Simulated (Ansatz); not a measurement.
Results of PBEsol+SOC (PAW; Ansatz, a first-principles code) for BaCuTeF (P4/nmm, No. 129; cell taken from a computed entry).

Run with plane-wave cutoff 520 eV, 8×8×4 k mesh (along the axes of the cell as run), Fermi–Dirac smearing 0.01 eV, PAW data made under PBE.

Cell (relaxed with PBEsol):

```
CELL_PARAMETERS angstrom
      4.35964     0.00000     0.00000
      0.00000     4.35964     0.00000
      0.00000     0.00000     9.27290
ATOMIC_POSITIONS crystal
  Ba 0.00000 0.50000 0.65855
  Ba 0.50000 0.00000 0.34145
  Cu 0.00000 0.00000 0.00000
  Cu 0.50000 0.50000 0.00000
  Te 0.50000 0.00000 0.83913
  Te 0.00000 0.50000 0.16087
  F  0.50000 0.50000 0.50000
  F  0.00000 0.00000 0.50000
```

Task: Estimate the band gap that the calculation returns.

Result: 
band gap: 0.67 eV (direct)

Computed values are for the static lattice.

Computing time: about 19 core-minutes (a rough figure).
